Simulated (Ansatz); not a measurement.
A structure relaxed at PBE0-D4/def2-TZVP, charge 0, multiplicity 1:

```xyz
15

C    -0.856   -1.556   -0.873
C    -0.048   -1.079    0.320
C     1.114   -0.171   -0.054
S     0.666    1.396   -0.831
C    -0.094    2.243    0.559
H    -0.233   -2.132   -1.563
H    -1.684   -2.195   -0.559
H    -1.269   -0.710   -1.427
H     0.362   -1.940    0.860
H    -0.700   -0.563    1.032
H     1.734    0.047    0.821
H     1.759   -0.665   -0.787
H     0.598    2.311    1.401
H    -0.332    3.252    0.221
H    -1.018    1.760    0.880
```

Task: Give its formula and SMILES.

Result: C4H10S, `CCCSC`.

Task: Point group (tolerance 0.08 Å, 0.16 Å for H)?

Result: C1.

Task: Summarise the bond lengths by kind.

Result: 2 × C–C 1.517 to 1.521 Å; 10 × C–H 1.090 to 1.096 Å; 2 × C–S 1.796 to 1.806 Å.

Program: Ansatz 0.2.0.
